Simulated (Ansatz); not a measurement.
# PH4 (quartet): from Hartree-Fock to the top rungs, def2-TZVPP

An exercise on one series of results from a longer session: the logs are not shown, and one member is left open.

The runs use Ansatz 0.2.0, Gaussian basis; def2-TZVPP, core rule «outside noble gas», up to 5 orbitals frozen.

To be run: UHF; ROHF; CCSD(T) on UHF.

2 further runs of the same task are left out: 2 set aside as unsound or not needed.

## The geometry

The geometry is a PBE0/def2-TZVP stationary point (not a proven minimum) of the parent state, kept for this charge and spin.

5 atoms, charge 0, spin multiplicity 4.

Atoms are counted from 1 here; the program's logs count them from 0.

Bond lengths: P1–H2 1.519 Å, P1–H3 1.410 Å, P1–H4 1.410 Å, P1–H5 1.519 Å. Angles: H2–P1–H3 92.8°, H2–P1–H4 92.8°, H2–P1–H5 171.2°, H3–P1–H4 99.8°, H3–P1–H5 92.8°, H4–P1–H5 92.8°.

Set-up of the first run:

The input, in.yaml:

```yaml
crystal:
  periodic: [false, false, false]
  atoms:
    - {symbol: P, position_ang: [0.045627, 0.000000, 0.000000]}
    - {symbol: H, position_ang: [0.161577, 0.000000, -1.514668]}
    - {symbol: H, position_ang: [-0.862630, 1.078238, 0.000000]}
    - {symbol: H, position_ang: [-0.862630, -1.078238, 0.000000]}
    - {symbol: H, position_ang: [0.161577, 0.000000, 1.514668]}
basis:
  gaussian: {orbitals: def2-TZVPP}
magnetization: {spin_polarized: true, initial_magnetization: 3}
hamiltonian: {xc: hf}
output: {orbitals: {seedname: orbitals}}
```

Started as:

```
$ ansatz run in.yaml --threads 1 --pin off --events-out ev --progress --plain --max-ram 4096MiB --backend cpu
```

Among the steps run: UHF; ROHF; CCSD(T) on UHF.

One table of the session follows, with a row left open; its other results are not shown here.

```
  method  from UCCSD(T) (meV)
    ROHF                    ?
     UHF              +5694.2
    UMP2              +1154.3
   UCCSD               +219.4
UCCSD(T)                    0
```

Q: Estimate the row for ROHF from the others.

The run gave: from UCCSD(T) (meV): +6109.2. In the column «from UCCSD(T) (meV)» it is the highest.
